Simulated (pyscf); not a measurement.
Addition across a multiple bond or ene-type step: O=Si(F)–F (SMILES O=[Si](F)F) + NH₃ (SMILES N) -> H₂N–Si(OH)(F)–F (SMILES N[Si](O)(F)F)

Gas phase, singlet surface, charge 0. Bonds broken: N5–H6. Bonds formed: O1–H6, Si2–N5. Single points on ωB97X-D3(BJ)/def2-SVP structures (PySCF, gas phase). Correlated levels are frozen-core, on RHF or UHF. ΔMP2 is the change of the MP2 total energy from the triple- to the quadruple-zeta basis.

Transition state (Å):

```xyz
8

O     -0.8025     0.7528     1.1609
Si    -1.4588    -0.2468     0.1402
F     -1.4059    -1.8423     0.3350
F     -2.8849     0.0328    -0.5481
N     -0.1320     0.2379    -1.0572
H     -0.0069     0.8414     0.0133
H      0.5959    -0.4358    -1.2965
H     -0.3778     0.7947    -1.8761
```

One imaginary mode, 1417i cm⁻¹; descent along it reached the two sides named, in the forms told below.

```csv
bond,change,reactant side (Å),saddle,product side
N5–H6,breaks,1.024,1.235,2.8
O1–H6,forms,2.7,1.399,0.962
Si2–N5,forms,1.948,1.852,1.702
```

Electronic energies relative to the separated reactants (kcal/mol):

```tsv
level	barrier	reaction energy	reverse barrier
ωB97X-D3(BJ)/def2-TZVP	-30.6	-74.8	44.2
PBE/def2-TZVP	-29.0	-65.3	36.4
r²SCAN/def2-TZVP	-31.5	-72.2	40.7
B3LYP-D3(BJ)/def2-TZVP	-27.9	-70.6	42.7
PBE0-D3(BJ)/def2-TZVP	-32.7	-74.2	41.5
M06-2X/def2-TZVP	-32.8	-77.9	45.1
ωB97M-D3(BJ)/def2-TZVP	-29.1	-72.7	43.6
HF/def2-TZVP	-21.4	-79.5	58.1
MP2/def2-QZVPP	-28.2	-71.4	43.2
CCSD/def2-TZVPP	-26.5	-73.7	47.2
CCSD(T)/def2-TZVPP	-27.2	-71.8	44.6
CCSD(T)/def2-TZVPP + ΔMP2(QZVPP)	-27.6	-72.6	44.9
```

With CCSD(T)/def2-TZVPP + ΔMP2(QZVPP) energies and thermal terms (ideal gas, 1 atm, RRHO with modes under 100 cm⁻¹ raised to 100, one conformer, R ln 2 for chiral ones without a mode under 150 cm⁻¹), in kcal/mol:

```csv
T (K),ΔH‡,ΔG‡,ΔH,ΔG
298,-28.6,-17.4,-71.6,-61.9
600,-28.5,-6.0,-70.4,-52.4
900,-27.8,5.1,-69.0,-43.7
1200,-27.1,16.0,-67.7,-35.5
```

On the reactant side the descent ends in an adduct with a N–Si contact, 45.7 kcal/mol under the separated species and 15.1 kcal/mol under the saddle at ωB97X-D3(BJ)/def2-TZVP. On the product side the descent ends in a point that may be a rotor saddle (no frequency run), 1.7 kcal/mol over the lowest minimum found and 42.5 kcal/mol under the saddle at ωB97X-D3(BJ)/def2-TZVP. At ωB97X-D3(BJ)/def2-TZVP, PBE, r²SCAN, B3LYP-D3(BJ), PBE0-D3(BJ), M06-2X, ωB97M-D3(BJ)/def2-TZVP, HF, MP2, CCSD, CCSD(T), CCSD(T) the saddle lies under the separated reactants, which points to a path from their complex (located at ωB97X-D3(BJ) alone). What is counted as formed (N–Si) is already present as a longer contact in the reactant adduct; forming that adduct is a step of its own. One saddle was located; it need not be the lowest between these sides. The CCSD(T) − MP2 part came from Ansatz, without density fitting, on the same reference.
